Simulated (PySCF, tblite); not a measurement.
**C5H8O: a rotation path, then NMR shifts on frames**

Aim: move C5H8O (`C=CC[C@@H]1CO1`) away from its starting geometry and see how NMR shifts follow the geometry.

The runs use tblite 0.8.0 and PySCF 2.14.0, with density-fitted response routines of our own; the level of theory stands in each step. All values are computed, except where a source is named. Atoms are numbered from 0 throughout.

## (1) The starting structure

14 atoms, charge 0, multiplicity 1; geometry from: GFN2-xTB.

Bonds of the start (Å): C0–C1 1.32, C1–C2 1.50, C2–C3 1.52, C3–C4 1.46, C4–O5 1.40, O5–C3 1.40, C0–H6 1.08, C0–H7 1.08, C1–H8 1.08, C2–H9 1.09, C2–H10 1.09, C3–H11 1.09, C4–H12 1.08, C4–H13 1.08.

## (2) The rotation path with GFN2-xTB

What the job is given:

```
{"job": {"kind": "neb", "xc": "GFN2-xTB", "basis": "xTB", "atoms": [1, 2, 3, 5], "turn": 120}, "charge": 0, "multiplicity": 1}
C     -2.443703    -0.012662     0.053533
C     -1.223641    -0.069619    -0.445000
C     -0.073119    -0.761703     0.218794
C      1.020125     0.232621     0.553176
C      2.059640     0.574538    -0.419687
O      2.327655    -0.239196     0.686635
H     -2.694373    -0.484284     0.989846
H     -3.244411     0.498532    -0.453007
H     -0.991281     0.411376    -1.386488
H     -0.404813    -1.255121     1.134303
H      0.343568    -1.520372    -0.448930
H      0.734344     0.993510     1.277406
H      2.515958     1.557779    -0.401195
H      2.073373     0.074129    -1.381551
```

Level: GFN2-xTB climbing-image nudged elastic band, gas phase.

The run is started by

```
> OMP_NUM_THREADS=1 python probes_run.py task.json out
```

This one command runs all jobs of the session in turn.

The log of the run:

```text
image   E - E0 / eV
  0      -0.0000
  1       0.0078
  2       0.0370
  3       0.0782
  4       0.1052
  5       0.1000
  6       0.0705
  7       0.0372
  8       0.0206
```

Wall time 6.4 s (1 thread of Intel Xeon at 2.50GHz, shared host); peak memory 0.18 GiB.

The final band, with the dihedral C1–C2–C3–O5:

| image | dihedral (°) | energy (eV) | energy (kcal/mol) |
| --- | --- | --- | --- |
| 0 | -156 | 0.000 | 0.0 |
| 1 | -143 | 0.008 | 0.2 |
| 2 | -129 | 0.037 | 0.9 |
| 3 | -115 | 0.078 | 1.8 |
| 4 | -100 | 0.105 | 2.4 |
| 5 | -86 | 0.100 | 2.3 |
| 6 | -70 | 0.071 | 1.6 |
| 7 | -55 | 0.037 | 0.9 |
| 8 | -38 | 0.021 | 0.5 |

## (3) NMR shieldings: image 0, PBE0/pcSseg-1

What the job is given:

```
{"job": {"kind": "nmr", "xc": "PBE0", "basis": "pcSseg-1", "pop": false}, "charge": 0, "multiplicity": 1}
C     -2.443700    -0.012700     0.053500
C     -1.223600    -0.069600    -0.445000
C     -0.073100    -0.761700     0.218800
C      1.020100     0.232600     0.553200
C      2.059600     0.574500    -0.419700
O      2.327700    -0.239200     0.686600
H     -2.694400    -0.484300     0.989800
H     -3.244400     0.498500    -0.453000
H     -0.991300     0.411400    -1.386500
H     -0.404800    -1.255100     1.134300
H      0.343600    -1.520400    -0.448900
H      0.734300     0.993500     1.277400
H      2.516000     1.557800    -0.401200
H      2.073400     0.074100    -1.381600
```

Method: GIAO PBE0/pcSseg-1 NMR shielding, non-relativistic, gas phase.

The log of the run:

```text
coarse grid: 11480 points
cycle   1  E = -270.0342232482  dE =  8.788e-01  |g| = 5.723e-01  |ddm| = 3.252e+00
cycle   2  E = -269.9662779900  dE =  6.795e-02  |g| = 8.519e-01  |ddm| = 1.125e+00
cycle   3  E = -270.1003103219  dE = -1.340e-01  |g| = 1.051e-01  |ddm| = 7.263e-01
cycle   4  E = -270.1024935438  dE = -2.183e-03  |g| = 3.071e-02  |ddm| = 9.836e-02
cycle   5  E = -270.1027079619  dE = -2.144e-04  |g| = 9.299e-03  |ddm| = 3.164e-02
cycle   6  E = -270.1027245922  dE = -1.663e-05  |g| = 4.383e-03  |ddm| = 9.484e-03
cycle   7  E = -270.1027293629  dE = -4.771e-06  |g| = 3.792e-04  |ddm| = 3.305e-03
final grid: 110224 points
cycle   8  E = -270.1497883771  dE = -2.676e-05  |g| = 1.111e-02  |ddm| = 2.421e-02
cycle   9  E = -270.1497583375  dE =  3.004e-05  |g| = 1.705e-02  |ddm| = 1.835e-02
cycle  10  E = -270.1498125815  dE = -5.424e-05  |g| = 1.763e-03  |ddm| = 1.198e-02
cycle  11  E = -270.1498132514  dE = -6.698e-07  |g| = 1.671e-04  |ddm| = 1.380e-03
cycle  12  E = -270.1498132532  dE = -1.886e-09  |g| = 1.442e-04  |ddm| = 2.221e-04
cycle  13  E = -270.1498132584  dE = -5.207e-09  |g| = 1.972e-05  |ddm| = 1.198e-04
cycle  14  E = -270.1498132585  dE = -9.106e-11  |g| = 3.897e-06  |ddm| = 2.386e-05
converged SCF energy = -270.1498132585

GIAO shielding tensors (ppm)
atom      isotropic    diamagn.    paramagn.     s11        s22        s33       span
  0 C       62.475     253.478    -191.004    -51.080     81.705    156.800    207.880
  1 C       44.083     256.815    -212.732    -77.496     52.426    157.319    234.814
  2 C      142.470     246.225    -103.755    123.028    146.118    158.266     35.238
  3 C      136.751     247.470    -110.719     81.542    145.328    183.384    101.842
  4 C      142.726     253.094    -110.369     98.976    147.170    182.031     83.054
  5 O      317.029     396.662     -79.632    157.155    375.262    418.671    261.516
  6 H       26.142      30.914      -4.772     22.778     25.528     30.119      7.341
  7 H       26.334      29.249      -2.915     23.334     25.345     30.323      6.989
  8 H       25.611      32.394      -6.782     22.881     24.708     29.244      6.363
  9 H       28.885      31.241      -2.356     25.351     28.441     32.862      7.511
 10 H       30.000      30.664      -0.664     26.197     29.108     34.694      8.497
 11 H       29.202      30.685      -1.483     22.786     28.075     36.746     13.960
 12 H       29.169      29.549      -0.380     23.869     26.240     37.398     13.528
 13 H       29.488      30.954      -1.466     24.673     27.555     36.236     11.563
```

Run time: 47 s. Hardware: 1 thread of Intel Xeon at 2.50GHz, shared host; peak memory 0.69 GiB.

Shifts follow as δ = σ(reference) − σ, with reference shieldings (ppm) from runs at the same level and on the same kind of geometry: 1H TMS 31.72, 13C TMS 186.9, 17O H2O 336.1. The references are single molecules in the gas phase, so shifts against H2O, NH3, PH3, H3PO4 or CFCl3 are not on the usual liquid scales and can be off by tens of ppm. Each atom is listed at this fixed geometry, with no averaging over motion; a spectrum would average atoms that exchange fast.

| atoms | environment | σ (ppm) | δ (ppm) |
| --- | --- | --- | --- |
| C1 | alkene CH | 44.1 | 142.8 |
| C0 | terminal =CH2 carbon | 62.5 | 124.5 |
| C3 | epoxide ring carbon | 136.8 | 50.2 |
| C2 | allylic sp3 CH2 | 142.5 | 44.5 |
| C4 | epoxide ring carbon | 142.7 | 44.2 |
| H8 | hydrogen on an alkene CH | 25.61 | 6.11 |
| H6 | hydrogen on a terminal =CH2 carbon | 26.14 | 5.58 |
| H7 | hydrogen on a terminal =CH2 carbon | 26.33 | 5.38 |
| H9 | hydrogen on an allylic sp3 CH2 | 28.89 | 2.83 |
| H12 | hydrogen on an epoxide ring carbon | 29.17 | 2.55 |
| H11 | hydrogen on an epoxide ring carbon | 29.20 | 2.51 |
| H13 | hydrogen on an epoxide ring carbon | 29.49 | 2.23 |
| H10 | hydrogen on an allylic sp3 CH2 | 30.00 | 1.72 |
| O5 | ether oxygen | 317.0 | 19.0 |

Ring of atoms C3, C4, O5: NICS(0) -46.6, NICS(1) -6.1, NICS(1)zz -21.5 ppm (means of both faces).

In rings of three or four atoms NICS is ruled by the nearby σ bonds, so it says little on aromaticity.

The fields below are evaluated on a grid from the run's orbitals.

Frontier orbitals at PBE0/pcSseg-1, with the share of their density that lies nearest to each atom:

| orbital | energy (eV) | lies on |
| --- | --- | --- |
| HOMO | -7.56 | O5 27 %; C0 24 %; C1 19 % |
| LUMO | 0.21 | C0, C1 about 30 % each; H6, H7, H8 about 9 % each |

ELF in a plane through or near 6 of the atoms.

Values, 10 rows by 14 columns:
```
0.00 0.00 0.00 0.00 0.00 0.00 0.00 0.00 0.00 0.00 0.00 0.00 0.00 0.00
0.00 0.00 0.00 0.00 0.00 0.00 0.00 0.00 0.00 0.00 0.00 0.00 0.00 0.00
0.00 0.00 0.00 0.01 0.01 0.00 0.00 0.32 0.53 0.00 0.06 0.11 0.00 0.00
0.00 0.00 0.05 0.61 0.48 0.19 0.02 0.71 0.90 0.06 0.96 0.99 0.23 0.00
0.00 0.00 0.09 0.78 0.36 0.78 0.38 0.23 0.39 0.77 0.90 0.96 0.18 0.00
0.00 0.00 0.01 0.26 0.75 0.61 0.54 0.54 0.55 0.56 0.88 0.44 0.01 0.00
0.00 0.00 0.03 0.76 0.53 0.77 0.63 0.64 0.45 0.30 1.00 0.96 0.01 0.00
0.00 0.00 0.00 0.36 0.61 0.16 0.02 0.90 0.97 0.01 0.48 0.15 0.00 0.00
0.00 0.00 0.00 0.00 0.01 0.00 0.00 0.13 0.14 0.00 0.00 0.00 0.00 0.00
0.00 0.00 0.00 0.00 0.00 0.00 0.00 0.00 0.00 0.00 0.00 0.00 0.00 0.00
```
The map spans 11.5 Å across and 8.4 Å up, centred on the molecule. Atoms in the plane (x, y in Å): C0 (2.4, 0.2), C3 (-1.0, -0.4), C4 (-2.1, 0.4), O5 (-2.2, -1.0), H6 (2.8, -0.8), H7 (3.1, 1.0).

On the surface of density 0.002 e/bohr³ the electrostatic potential runs, from the 1st to the 99th percentile, from -1.52 V near O5 to 0.88 V near H13.

## (4) Shielding tensors: image 2, PBE0/pcSseg-1

What the job is given:

```
{"job": {"kind": "nmr", "xc": "PBE0", "basis": "pcSseg-1", "pop": false}, "charge": 0, "multiplicity": 1}
C     -2.358300     0.068100    -0.058500
C     -1.124100    -0.159700    -0.461900
C     -0.062800    -0.834300     0.353800
C      1.087700     0.116700     0.636400
C      1.864500     0.706600    -0.456300
O      2.389800    -0.304400     0.353400
H     -2.705300    -0.228300     0.917800
H     -3.078400     0.555600    -0.693700
H     -0.812400     0.153900    -1.449900
H     -0.477700    -1.195400     1.296200
H      0.333200    -1.689000    -0.201000
H      0.994700     0.696200     1.552000
H      2.304100     1.689200    -0.331400
H      1.644300     0.424300    -1.478900
```

With the program's defaults for keys left out, this is: GIAO PBE0/pcSseg-1 NMR shielding, non-relativistic, gas phase.

The log of the run:

```text
coarse grid: 11480 points
cycle   1  E = -270.0307456804  dE =  8.810e-01  |g| = 5.738e-01  |ddm| = 3.260e+00
cycle   2  E = -269.9627800746  dE =  6.797e-02  |g| = 8.528e-01  |ddm| = 1.061e+00
cycle   3  E = -270.0972841986  dE = -1.345e-01  |g| = 1.051e-01  |ddm| = 6.735e-01
cycle   4  E = -270.0994649760  dE = -2.181e-03  |g| = 3.026e-02  |ddm| = 9.701e-02
cycle   5  E = -270.0996765374  dE = -2.116e-04  |g| = 8.109e-03  |ddm| = 3.040e-02
cycle   6  E = -270.0996877565  dE = -1.122e-05  |g| = 4.425e-03  |ddm| = 8.965e-03
cycle   7  E = -270.0996926467  dE = -4.890e-06  |g| = 3.555e-04  |ddm| = 3.325e-03
final grid: 110224 points
cycle   8  E = -270.1472664499  dE = -2.711e-05  |g| = 1.099e-02  |ddm| = 2.447e-02
cycle   9  E = -270.1472373779  dE =  2.907e-05  |g| = 1.679e-02  |ddm| = 1.761e-02
cycle  10  E = -270.1472901825  dE = -5.280e-05  |g| = 1.758e-03  |ddm| = 1.132e-02
cycle  11  E = -270.1472908472  dE = -6.646e-07  |g| = 1.587e-04  |ddm| = 1.333e-03
cycle  12  E = -270.1472908494  dE = -2.278e-09  |g| = 1.268e-04  |ddm| = 2.188e-04
cycle  13  E = -270.1472908534  dE = -3.966e-09  |g| = 2.287e-05  |ddm| = 1.089e-04
cycle  14  E = -270.1472908535  dE = -1.264e-10  |g| = 4.222e-06  |ddm| = 2.636e-05
converged SCF energy = -270.1472908535

GIAO shielding tensors (ppm)
atom      isotropic    diamagn.    paramagn.     s11        s22        s33       span
  0 C       64.399     253.521    -189.122    -47.423     83.221    157.399    204.821
  1 C       42.933     256.977    -214.045    -78.634     53.455    153.977    232.611
  2 C      144.812     246.057    -101.245    127.739    145.874    160.822     33.083
  3 C      138.153     249.182    -111.029     83.182    146.339    184.937    101.755
  4 C      145.021     252.292    -107.270     96.580    154.587    183.898     87.318
  5 O      303.963     396.893     -92.930    140.610    357.348    413.931    273.321
  6 H       26.312      31.018      -4.705     22.974     25.661     30.302      7.328
  7 H       26.439      29.485      -3.046     23.443     25.354     30.520      7.077
  8 H       25.675      32.828      -7.153     22.725     24.586     29.714      6.989
  9 H       28.984      31.144      -2.160     25.553     28.250     33.149      7.595
 10 H       29.790      30.002      -0.213     25.721     28.982     34.666      8.944
 11 H       29.046      30.661      -1.615     22.296     27.819     37.022     14.726
 12 H       29.281      29.490      -0.208     23.849     26.391     37.604     13.755
 13 H       29.409      31.034      -1.625     24.771     27.364     36.092     11.321
```

Wall time 32 s (1 thread of Intel Xeon at 2.50GHz, shared host); peak memory 0.76 GiB.

In short: δ C1 144.0, C0 122.5, C3 48.8, C2 42.1, H8 6.04, H6 5.40 ppm.

(Part 1 of 2 ends here.)
